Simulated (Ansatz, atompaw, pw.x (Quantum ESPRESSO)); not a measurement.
## Equation-of-state test of one PAW (atompaw) potential (V (Z = 23))

* Element: V
* Generator: atompaw 4.2.0.5
* Type: PAW
* Functional: PBE
* Relativity: scalar-relativistic
* Frozen core: [Ar]
* Valence charge: 5
* Reference configuration: 3d3 4s2 4p0
* Partial waves: 4s (bound): rc 2.95 bohr; 4s channel at 2 Ry: rc 2.95 bohr; 4p (bound, empty): rc 3.00 bohr; 4p channel at 0.7 Ry: rc 3.00 bohr; 3d (bound): rc 2.45 bohr; 3d channel at -0.05 Ry: rc 2.45 bohr
* Local potential: bessel scheme, radius 2.50 bohr
* Core correction: smooth core density matched at 1.65 bohr
* Augmentation charge: sinc compensation charge, radius 2.35 bohr; PAW radius 3.00 bohr; waves and projectors: custom polynom gramschmidtortho

Crystal test: bcc V in pw.x 7.5, no spin, 15³ k-points, Fermi–Dirac smearing 0.01 Ry, cutoffs 40/400 Ry. The reference is all-electron LAPW (Ansatz 0.2.0) with the same functional, mesh and smearing; V0 and B0 come from Birch–Murnaghan fits to the pressures at five volumes. Errors are pseudo minus all-electron; Δ is the rms difference of the E(V) curves that follow from these fits, minima aligned, over ±6 % about the mean V0. Mesh and smearing are coarse, so the numbers serve the comparison and aren't converged zero-temperature values; the lattice is a test structure that the element need not adopt.

All-electron: a0 = 3.000 Å (V0 = 13.50 Å³/atom), B0 = 179.4 GPa.

Problem. How far does the potential miss the all-electron equation of state?

Solution. mean pressure error (GPa): +3.51; a0 (Å): 3.017; a0 error (%): +0.59; B0 error (%): +2.6; Δ (meV/atom): 9.6. The largest radius (3.00 bohr) exceeds half the bond length (2.45 bohr), so the spheres overlap, which is one possible source of error among others. This is a poor potential for the solid.

```json
{"V (Å³/atom)": "12.758", "P all-electron (GPa)": "11.27", "P pseudo (GPa)": "15.78"}
{"V (Å³/atom)": "13.093", "P all-electron (GPa)": "5.78", "P pseudo (GPa)": "9.71"}
{"V (Å³/atom)": "13.429", "P all-electron (GPa)": "0.92", "P pseudo (GPa)": "4.35"}
{"V (Å³/atom)": "13.765", "P all-electron (GPa)": "-3.39", "P pseudo (GPa)": "-0.39"}
{"V (Å³/atom)": "14.100", "P all-electron (GPa)": "-7.21", "P pseudo (GPa)": "-4.57"}
```

Problem. At the middle volume, how do free energy and pressure move when the wave cutoff is lowered (ecutrho held at 400 Ry)?

Solution.

```csv
cutoff (Ry),shift of F (meV/atom),shift of P (GPa)
18,+35.4,-0.25
24,+18.3,-1.01
32,+0.8,+0.02
```

The run at the middle volume (120 k-points, 8 iterations) took about 4.8 s on one core of a shared host (Intel(R) Xeon(R) 6975P-C, 192 threads, 378 GiB, load 53).
